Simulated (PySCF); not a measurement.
TDDFT excited states: C2H4N2

Aminoacetonitrile, C2H4N2.
Bonds: N1–C2 (triple), C2–C3, C3–N4. Hydrogens: H5, H6 on C3; H7, H8 on N4.

Level of theory: TDDFT CAM-B3LYP/def2-SVPD, vertical, gas phase, core orbitals frozen in the response (PySCF). Isolated species at its GFN2-xTB geometry (one conformer only). Torsions of this conformer, `[N:1]#[C:2][CH2:3][NH2:4]`: H–N4–C3–C2 -60°, H–N4–C3–C2 60°.

Predict the UV-vis stick spectrum at this level.

| state | E (eV) | λ (nm) | ν̃ (cm⁻¹) | f | symmetry | main configurations (H = HOMO, L = LUMO) |
| --- | --- | --- | --- | --- | --- | --- |
| S1 | 6.70 | 185.2 | 54010 | 0.038 | A′ | H→L (91%) |
| S2 | 7.65 | 162.0 | 61710 | 0.0000 | – | H→L+2 (37%), H-1→L+1 (23%), H-2→L+2 (15%) |
| S3 | 7.78 | 159.4 | 62750 | 0.022 | A′ | H→L+1 (78%) |
| S4 | 7.84 | 158.1 | 63240 | 0.0020 | – | H→L+2 (43%), H-1→L+1 (29%), H-1→L (12%) |
| S5 | 8.20 | 151.2 | 66130 | 0.011 | A′ | H→L+3 (34%), H-1→L+2 (21%), H-2→L+1 (15%) |
| S6 | 8.37 | 148.2 | 67480 | 0.0050 | A′ | H→L+3 (53%), H-1→L+2 (14%), H-2→L+1 (11%) |
| S7 | 8.50 | 145.8 | 68570 | 0.0035 | A″ | H→L+4 (78%), H-2→L+2 (11%) |
| S8 | 8.60 | 144.2 | 69350 | 0.0022 | A″ | H-2→L+2 (62%), H→L+4 (15%), H→L+2 (12%) |

Triplets (Tamm–Dancoff): T1 6.19 eV, H→L (55%), H→L+1 (18%), H-2→L+1 (9%); T2 6.58 eV, H-1→L+2 (29%), H→L (27%), H-2→L+1 (16%); T3 6.97 eV, H-1→L+1 (32%), H-2→L+2 (22%), H→L+2 (12%).

The lowest singlet lies at 6.70 eV (185 nm, vacuum ultraviolet) and is of moderate strength; its leading configuration is HOMO→LUMO (91%). The lowest level is also the most intense of those listed (f = 0.038). Löwdin shares by element: HOMO nitrogen 67% or more, carbon 14%, hydrogen 6% or more; LUMO carbon 46%, nitrogen 13% or more, hydrogen 10% or more (atoms not listed hold the other 32%). The listed states span 1.90 eV, and the widest gap between neighbours is 0.96 eV (S1 to S2). Weighted by f, the mean energy of these states is 7.44 eV. The oscillator strengths of these states sum to 0.084; summed over the whole spectrum of an exact calculation they would give the number of electrons, 30 (Thomas–Reiche–Kuhn). Symmetry labels in Cs follow from the direction of the transition dipole and are given only for states with f of 0.002 or more. The window holds the lowest 8 singlets.
